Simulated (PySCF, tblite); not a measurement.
Species: 1,2-dichloroethane, C2H4Cl2.
SMILES with atom numbers: `[Cl:1][CH2:2][CH2:3][Cl:4]` (hydrogens: H5, H6 on C2; H7, H8 on C3)

The geometry is computed with GFN2-xTB (gas phase).

(1) Give the optimised bond lengths and angles.

Results:

(1) 
```csv
bond,length (Å),order
"Cl1–C2, C3–Cl4",1.784,single
C2–C3,1.514,single
C2–H5 and 3 like bonds,1.090,single
```

Bonds in one row agree within 0.01 Å and their mean is given. Orders are formal, as drawn. A selection of angles:
```csv
angle,degrees
Cl1–C2–C3,109.1
Cl1–C2–H5,107.4
C3–C2–H5,111.4
H5–C2–H6,110.0
```

Dihedral angles: Cl1–C2–C3–Cl4 180° (antiperiplanar).

The 4 heavy atoms lie in one plane (0.001 Å rms).

Point group: C2h (tolerance 0.08 Å). Its GFN2-xTB frequencies are all real (lowest 94 cm⁻¹). The numbers are those of one conformer. 2 starts were optimised and ended at 0.00 and 1.38 kcal/mol (GFN2-xTB); the lowest of these is shown.
